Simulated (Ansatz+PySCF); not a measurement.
The numbers below are computed, except where a source is named.
## Ansatz (development build ahead of 0.2.0) run

```yaml
crystal:
  periodic: [false, false, false]
  atoms:
    - { symbol: O, position_ang: [0.0, 0.0, 0.0] }
    - { symbol: Al, position_ang: [0.96611, 1.28814, 2.78891] }
basis:
  gaussian: { orbitals: STO-3G }
total_charge: -1
hamiltonian:
  xc: hf
correlation:
  method: fci
  frozen_orbitals: { Al: 5, O: 1 }
```

The input is written out in the form of the current development build from the run's settings.

The run gave:

```json
{
  "Converged": "yes",
  "Total energy": "-312.34001 hartree",
  "State": "lowest singlet root, of any spatial symmetry"
}
```

Caution: no diffuse functions for an anion.
